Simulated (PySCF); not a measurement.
Energy profile

The step: AlNH₄S ([NH2][AlH][SH]) → AlHS ([AlH][S]) + NH₃ (still joined by a long Al–N bond); bonds formed: N2–H4; bonds broken: S3–H4; bonds weakened to dative contacts: Al1–N2 (atoms numbered as in the saddle structure below).

```xyz
7
angstrom
Al -0.5293 0.8124 0.4309
N 0.5472 -0.6987 0.0392
S -1.0997 0.9662 -1.5819
H -0.0603 -0.2451 -1.1155
H -0.6942 1.4446 1.8626
H 0.2771 -1.6326 0.3249
H 1.5592 -0.6467 0.0398
```

Electronic energies by CCSD(T) at an estimated basis limit (MP2 extrapolated from triple and quadruple zeta, plus CCSD(T) − MP2 in triple zeta), on PBE0-D4/def2-TZVP structures; AlNH$_{4}$S, closed shell; no counterpoise correction. PySCF 2.14 with density fitting (its default auxiliary sets; JK sets also for MP2 and CCSD(T)); basis: def2-TZVPP and def2-QZVPP; cores frozen in the correlated methods. Extrapolation: Hartree–Fock as exp(−7.88 √X), correlation as X^−2.97.

Give the profile in kJ/mol, counted from the start structure. (Judge from chemistry; the value comes from the calculation.)

Computed:
```json
{"point": "start structure", "kJ/mol": "0.0"}
{"point": "saddle", "kJ/mol": "135.5"}
{"point": "end structure", "kJ/mol": "64.1"}
{"point": "separated: AlHS (linked as [AlH][S]; Al1, S3, H5; singlet) + NH$_{3}$ (N2, H4, H6, H7; singlet)", "kJ/mol": "185.8"}
```

No T1 diagnostic of these runs exceeds 0.019.

For scale, one of the runs: CCSD(T)/def2-TZVPP, 171 basis functions, launched by `OMP_NUM_THREADS=4 python run.py`. Hardware: 4 CPU threads of an Arm Neoverse V1, shared host. Wall time 2.7 min; peak host memory 1.3 GiB.
